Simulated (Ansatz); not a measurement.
A calculation with Ansatz (development build ahead of 0.2.0).

```yaml
crystal:
  periodic: [false, false, false]
  atoms:
    - { symbol: "N", position_ang: [1.39, 0.0, 0.0] }
    - { symbol: C, position_ang: [0.695, 1.20378, 0.0] }
    - { symbol: C, position_ang: [-0.695, 1.20378, 0.0] }
    - { symbol: C, position_ang: [-1.39, 0.0, 0.0] }
    - { symbol: C, position_ang: [-0.695, -1.20378, 0.0] }
    - { symbol: C, position_ang: [0.695, -1.20378, 0.0] }
    - { symbol: H, position_ang: [-2.475, 0.0, 0.0] }
    - { symbol: H, position_ang: [-1.2375, -2.14341, 0.0] }
    - { symbol: H, position_ang: [1.2375, -2.14341, 0.0] }
basis:
  gaussian: { orbitals: def2-TZVP }
magnetization:
  spin_polarized: true
  initial_magnetization: 2
hamiltonian:
  xc: hf
```

The input is written out in the form of the current development build from the run's settings.

Results

```
Converged                       : yes
Total energy                    : -245.46822 hartree
Spin squared of the determinant : 2.610
Stability test                  : minimum
```

Caution: the unrestricted determinant is spin contaminated; other spin multiplicities may lie lower.
